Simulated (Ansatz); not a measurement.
# AlBH (doublet): wave-function methods side by side at a displaced geometry (v1), 6-31G

Aim: climb from Hartree-Fock through coupled cluster and multireference methods for AlBH (doublet) at one geometry and basis, and see what each rung misses.

Method: 6-31G, core rule «outside noble gas», up to 6 orbitals frozen; program: Ansatz 0.2.0, Gaussian basis.

The runs, in order: UHF; CCSD(T) on ROHF; CCSD(T) on UHF; BCCD(T) on ROHF; CISD as a restricted active space (open shells left free, so some higher excitations enter); CCSDT(Q) on ROHF; CCSDT(Q) on UHF; CISDTQ; CCSDTQ on ROHF; CCSDTQ on UHF; CASSCF and MRCISD+Q, 7 electrons in 9 orbitals; CASSCF and NEVPT2, 7 electrons in 9 orbitals; Full CI.

18 further runs of the same task are left out: 3 that didn't finish, 15 set aside as unsound or not needed. Runs told in other sessions of the task aren't counted.

### 1 The system

The geometry is a PBE0/def2-TZVP stationary point (not a proven minimum) with its atoms shifted at random (size 0.040 Å).

3 atoms, charge 0, spin multiplicity 2.

Atoms are counted from 1 here; the program's logs count them from 0.

Bond lengths: B1–Al2 2.086 Å, Al2–H3 1.587 Å. Angles: B1–Al2–H3 128.0°.

### 2 UHF

in.yaml reads:

```yaml
crystal:
  periodic: [false, false, false]
  atoms:
    - {symbol: B, position_ang: [-0.000645, -0.128695, 1.525075]}
    - {symbol: Al, position_ang: [-0.001478, 0.090767, -0.549327]}
    - {symbol: H, position_ang: [0.046486, -1.049393, -1.652760]}
basis:
  gaussian: {orbitals: 6-31G}
magnetization: {spin_polarized: true, initial_magnetization: 1}
hamiltonian: {xc: hf}
output: {orbitals: {seedname: orbitals}}
```

On the command line:

```sh
$ ansatz run in.yaml --threads 1 --pin off --events-out ev --progress --plain --max-ram 2393MiB
```

Further steps of the session: CCSD(T) on ROHF; CCSD(T) on UHF; BCCD(T) on ROHF; CISD as a restricted active space (open shells left free, so some higher excitations enter); CCSDT(Q) on ROHF; CCSDT(Q) on UHF; CISDTQ; CCSDTQ on ROHF; CCSDTQ on UHF; CASSCF and MRCISD+Q, 7 electrons in 9 orbitals; CASSCF and NEVPT2, 7 electrons in 9 orbitals; Full CI.

Q: Predict the results of all the runs planned. Wanted: FCI from the RHF energy; RMP2 from FCI; UMP2 from FCI; RCCSD from FCI; RCCSD(T) from FCI; UCCSD(T) from FCI; RCCSDT(Q) from FCI; UCCSDT(Q) from FCI; NEVPT2 valence from FCI.

The runs gave:

| quantity | value |
| --- | --- |
| FCI from the ROHF energy | -3.2023 eV |
| RMP2 from FCI | +29.25 kcal/mol |
| UMP2 from FCI | +22.73 kcal/mol |
| RCCSD from FCI | +4.75 kcal/mol |
| RCCSD(T) from FCI | +1.30 kcal/mol |
| UCCSD(T) from FCI | +2.15 kcal/mol |
| RCCSDT(Q) from FCI | +0.08 kcal/mol |
| UCCSDT(Q) from FCI | +0.14 kcal/mol |
| NEVPT2 valence from FCI | +4.12 kcal/mol |
| MRCISD+Q valence from FCI | +0.16 kcal/mol |
| levels within 1 kcal/mol (43 meV) | RCCSDT, UCCSDT, RCCSDT(Q), UCCSDT(Q), RCCSDTQ, UCCSDTQ, MRCISD valence, MRCISD+Q valence |
| T1 diagnostic | 0.106 |
| effectively unpaired electrons | 1.55 |

In words: RCCSD(T) lands +1.30 kcal/mol from the yardstick (1.8 % of the correlation energy). CCSD(T) misses by +1.30 kcal/mol on the restricted determinant and by +2.15 kcal/mol on the unrestricted one; the two need not hold the same state or core. The occupations show static correlation (1.55 effectively unpaired electrons where one determinant has 1). Of the multireference levels listed MRCISD+Q valence comes nearest in total energy (+0.16 kcal/mol), which doesn't show that its space is the better one. Coupled cluster took another determinant than the lowest Hartree-Fock one. These misses are within one basis, not against nature; the frozen cores of restricted and unrestricted runs differ, which can shift their rows.

Levels on UHF freeze UHF's core orbitals, full CI those of ROHF, so the U rows can settle a little off it for that reason alone.

With open shells the CI space here admits some higher excitations, so it is larger than plain CISD.
